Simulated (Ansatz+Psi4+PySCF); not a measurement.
**doublet C₂H₄(+): levels of theory in one basis**

```xyz
6

C    -0.4240    0.5107    0.0699
C     0.4240   -0.5107   -0.0699
H    -0.2584    1.2932    0.8028
H    -1.3142    0.6009   -0.5435
H     1.3142   -0.6009    0.5435
H     0.2584   -1.2932   -0.8028
```

Basis set: cc-pVTZ (spherical functions). Correlated methods keep 2 orbitals frozen. Correlation on ROHF uses semicanonical orbitals with singles. Charge 1, multiplicity 2.

Computed with Ansatz (development build ahead of 0.2.0); each method stands on the lowest determinant of its kind that the runs found.

| method | E − E(ROHF) (eV) | <S²> of the determinant |
| --- | --- | --- |
| ROHF | 0.00 | 0.75 |
| UHF | -0.07 | 0.75 |
| ROHF-MP2 | -7.46 | – |
| UHF-MP2 | -7.45 | 0.75 |
| ROHF-CCSD | -8.30 | – |
| UHF-CCSD | -8.30 | 0.75 |

Q: What does ROHF-CCSD(T) give on the same scale?

A: -8.55 eV.

Caution for ROHF-MP2, UHF-MP2: MP2 on this radical cation hangs on the determinant chosen.
